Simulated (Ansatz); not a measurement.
# SiO2: one species, many methods

Aim: compute SiO2 with functionals from several rungs and with coupled cluster. The yardstick is the atomisation energy at the CCSD(T) limit.

Program: Ansatz 0.2.0, Gaussian basis. Level of theory: functionals in def2-TZVPP, the program's frozen cores in correlated methods. These are calculated values, not measurements.

The runs, in order: LDA (SPW92), PBE-D4, revPBE-D4, BLYP-D4, r2SCAN-D4, B97M-V, PBE0-D4, B3LYP-D4, r2SCANh-D4, r2SCAN0-D4, HSE06-D4, BHLYP-D4, CAM-B3LYP-D4, LC-ωPBE, ωB97X-V, ωB97M-V, B2PLYP, PBE-QIDH; CCSD(T)/def2-SVP; CCSD(T)/def2-TZVPP; CCSD(T)/def2-QZVPP; extrapolation to the limit; RPA on PBE.

**1. The geometry**

All runs share one geometry, relaxed beforehand with PBE0-D4 in a triple-zeta def2 set.

SMILES `O=[Si]=O`, 3 atoms, charge 0, spin multiplicity 1.

Atoms are counted from 1 here; the program's logs count them from 0.

Bond lengths: O1–Si2 1.506 Å, Si2–O3 1.506 Å. Angles: O1–Si2–O3 180.0°.

**2. LDA**

This LDA is Slater exchange with PW92 correlation.

File in.yaml:

```yaml
crystal:
  periodic: [false, false, false]
  atoms:
    - {symbol: O, position_ang: [0.697730, 1.229600, 0.518761]}
    - {symbol: Si, position_ang: [-0.000009, 0.000000, -0.000001]}
    - {symbol: O, position_ang: [-0.697731, -1.229610, -0.518760]}
basis:
  gaussian: {orbitals: def2-TZVPP}
hamiltonian: {xc: lda}
output: {orbitals: {seedname: orbitals}}
```

The run is started by

```bash
ansatz run in.yaml --threads 2 --pin off --events-out ev --progress --plain --max-ram 32768MiB --backend cpu
```

The runs that follow: PBE-D4 (GGA); revPBE-D4 (GGA); BLYP-D4 (GGA); r2SCAN-D4 (meta-GGA); B97M-V (meta-GGA); B3LYP-D4 (hybrid); r2SCANh-D4 (hybrid); r2SCAN0-D4 (hybrid); HSE06-D4 (hybrid); BHLYP-D4 (hybrid); CAM-B3LYP-D4 (range-separated); LC-ωPBE (range-separated); ωB97X-V (range-separated); ωB97M-V (range-separated); B2PLYP (double hybrid); PBE-QIDH (double hybrid); CCSD(T) in def2-SVP; CCSD(T) in def2-TZVPP; CCSD(T) in def2-QZVPP; RPA on PBE orbitals.

Q: Predict the results of all the runs planned. Wanted: atomisation energy, CCSD(T)/CBS; farthest beyond LDA; mean size of error, GGA; mean size of error, meta-GGA; mean size of error, hybrid; mean size of error, range-separated; mean size of error, double hybrid; gap, smallest and largest; T1 diagnostic.

**Answer**, as computed:

```
                               quantity                                  value
        atomisation energy, CCSD(T)/CBS                          1241.1 kJ/mol
  functionals within 6.2 kJ/mol (0.5 %)           revPBE-D4, r2SCAN-D4, B97M-V
                    farthest beyond LDA               BHLYP-D4 (-151.5 kJ/mol)
                mean size of error, GGA                            30.8 kJ/mol
           mean size of error, meta-GGA                             2.7 kJ/mol
             mean size of error, hybrid                            66.4 kJ/mol
    mean size of error, range-separated                            23.2 kJ/mol
      mean size of error, double hybrid                            31.1 kJ/mol
              gap, smallest and largest  3.91 eV (BLYP-D4), 11.69 eV (LC-ωPBE)
                          T1 diagnostic                                 0.0238
triples share of the correlation energy                                  4.8 %
```

**Reading.** LDA overbinds by 258.9 kJ/mol (21 %). PBE-D4 misses by +56.1 kJ/mol. Double hybrids carry the basis error of their MP2 part in triple zeta, and no dispersion term here, so their miss is partly the set-up's. Taken by rung, meta-GGA functionals do best (2.7 kJ/mol on average) and hybrid ones worst beyond LDA (66.4 kJ/mol). The mean of the hybrids holds BHLYP, with half exact exchange. RPA and LDA stand outside this count. The reference freezes the cores and leaves out relativity and excitations past (T), so misses under about 6.2 kJ/mol can't be ranked. Hartree-Fock recovers 52 % of the binding; the rest is correlation. CCSD(T) in def2-SVP is off by -177.1 kJ/mol, so the small basis spoils what the method gains. Orbital gaps span 3.9 to 11.7 eV; exact exchange widens them. T1 = 0.024 passes the customary mark of 0.02 by a little.
